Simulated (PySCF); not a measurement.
## EPR parameters of C3H4NO

Compound: C₃H₄NO (doublet state).
Cartesian coordinates in Å at the GFN2-xTB level; atoms count from 1:
```xyz
9
C3H4NO angstrom
C      1.6389    0.6752   -0.4784
N      0.7191    0.0022    0.0702
C     -0.5482    0.1576    0.3410
C     -1.4230   -0.9767    0.4220
O     -2.6097   -0.9171    0.6830
H      1.4565    1.5349   -1.1192
H      2.6584    0.3452   -0.3521
H     -0.9482    1.1271    0.6284
H     -0.9301   -1.9423    0.2072
```

The hyperfine couplings belong to this conformer and change with its torsions.

Identity: `[CH2]/N=C/C=O` [radical].

Method used: UKS B3LYP, pcH-1 on C H N O, non-relativistic, mean-field spin-orbit, GIAO (PySCF 2.14.0). One conformer (not necessarily the lowest) at the GFN2-xTB geometry, without solvent, vibrations or thermal averaging. The geometry wasn't refined by DFT: couplings that depend on bond lengths, twists or pyramidal angles can differ widely from those at the functional's own minimum. The frame is twisted about the N2–C3 bond at this geometry (dihedral C1–N2–C3–H8 = -36°); couplings at other torsion angles weren't computed. The SCF solution wasn't tested for stability.

```
g1, g2, g3        : 2.00248, 2.00356, 2.00508
g_iso             : 2.00371
Form of g         : rhombic: the two nearest values differ by 42 % of g3 − g1
⟨S²⟩              : 0.7644 (exact 0.7500)
α and β electrons : 19, 18
Basis functions   : 165
```

Hyperfine couplings atom by atom, in 10⁻⁴ cm⁻¹; T1 to T3 are the principal values of the dipolar part (1 × 10⁻⁴ cm⁻¹ = 2.998 MHz):

| atom | isotope | a_iso | T1 | T2 | T3 | Mulliken spin population |
| --- | --- | --- | --- | --- | --- | --- |
| C1 | 13C | 15.9 | -9.3 | -8.3 | 17.6 | 0.32 |
| N2 | 14N | 6.1 | -6.1 | -1.7 | 7.8 | 0.05 |
| C3 | 13C | 14.6 | -13.5 | -13.1 | 26.6 | 0.49 |
| C4 | 13C | -5.4 | -3.2 | 0.4 | 2.8 | -0.06 |
| O5 | 17O | -4.7 | -21.9 | 10.8 | 11.1 | 0.21 |
| H6 | 1H | 3.7 | -3.6 | -0.9 | 4.5 | 0.01 |
| H7 | 1H | -1.5 | -4.2 | -1.5 | 5.7 | -0.01 |
| H8 | 1H | -5.3 | -5.6 | -0.9 | 6.5 | -0.01 |
| H9 | 1H | -0.4 | -1.5 | -0.5 | 2.0 | 0.00 |

The largest Mulliken spin populations are on C3 (+0.49), C1 (+0.32), O5 (+0.21) and C4 (-0.06). Three atoms exceed +0.15.

The SMILES `[CH2]/N=C/C=O` draws the unpaired electron on C1, whose computed spin population is only +0.32.

Axes: g3 points within 8° of the C4–O5 bond.

Under fast tumbling the dipolar parts average out, and these isotropic splittings remain: 1 × 14N (N2, I = 1, 3 lines) with 0.65 mT, 1 × 1H (H8, I = 1/2, 2 lines) with 0.56 mT, 1 × 1H (H6, I = 1/2, 2 lines) with 0.40 mT, 1 × 1H (H7, I = 1/2, 2 lines) with 0.16 mT and 1 × 1H (H9, I = 1/2, 2 lines) with 0.04 mT.

H6 and H7 aren't averaged: C1 is flat or nearly so (angle sum 360°), and its turn about the short C1–N2 bond (1.26 Å) is taken as slow.

The 17O coupling of O5 (-14.1 MHz) shows only in satellite lines or after enrichment, since that isotope makes up about 0.038 % of natural oxygen.

The 13C coupling of C1 (47.8 MHz) shows only in satellite lines or after enrichment, since that isotope makes up about 1.07 % of natural carbon.

Examples of negative spin density at the nucleus (bohr⁻³): C4 (-0.0145), H8 (-0.0035) and H7 (-0.0010).
